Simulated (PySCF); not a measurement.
# C2H6OS: the cost of one run

Computed with PySCF 2.14.0, with density-fitted response routines of our own, on a single molecule in the gas phase. Atoms are numbered from 0 throughout.

**1. Starting geometry**

10 atoms, charge 0, multiplicity 1; geometry from: GFN2-xTB. The atoms were then displaced at random by about 0.01 Å, so the start is not that level's minimum.

Bonds of the start (Å): C0–S1 1.82, S1–C2 1.84, S1–O3 1.45, C0–H4 1.10, C0–H5 1.09, C0–H6 1.10, C2–H7 1.09, C2–H8 1.11, C2–H9 1.07.

**2. Optimising the geometry at PBE0-D3(BJ)/def2-SVP**

What the job is given:

```
{"job": {"xc": "PBE0", "basis": "def2-SVP", "d3": "d3bj", "grid": 1, "shake": 0.01, "kind": "geom"}, "charge": 0, "multiplicity": 1}
C     -1.265170     0.130170    -0.465720
S     -0.084310    -1.065080     0.229020
C      1.351890     0.080640     0.097040
O     -0.357810    -1.157760     1.651890
H     -2.270280    -0.312600    -0.458590
H     -1.004510     0.380880    -1.494540
H     -1.281340     1.051050     0.139060
H      1.190900     0.988360     0.672550
H      2.232000    -0.425750     0.538240
H      1.539060     0.309160    -0.930020
```

The run is started by

```bash
$ OMP_NUM_THREADS=1 python probes_run.py task.json out
```

One launch serves the whole session: the jobs run in the order shown.

**Question.** How long does this first job take on 1 thread of Arm Neoverse N1, shared host, and how much memory does it need?

About 23 s, with a peak of 0.39 GiB.
